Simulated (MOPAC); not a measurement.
MOPAC input (AM1):

```
AM1 1SCF CHARGE=-1 GEO-OK AUX(PRECISION=9) THREADS=1
C5H4N

N    -0.01145875 1   -0.00903780 1    1.39223881 1
C     0.01263897 1    0.00996867 1   -1.53563569 1
C    -0.00474267 1    1.12265867 1    0.67570418 1
C    -0.00625950 1   -1.13133635 1    0.66105976 1
C     0.00517208 1   -1.15387594 1   -0.73066420 1
C     0.00673140 1    1.16326450 1   -0.71560952 1
H    -0.00886093 1    2.04844858 1    1.25811413 1
H    -0.01162882 1   -2.06460934 1    1.23139120 1
H     0.00828127 1   -2.14459563 1   -1.19613558 1
H     0.01117802 1    2.15994364 1   -1.16816858 1
```

### Question
What heat of formation does the run end on, and which ionisation energy by Koopmans theorem?

### Answer
61.91 kcal/mol; 2.63 eV.
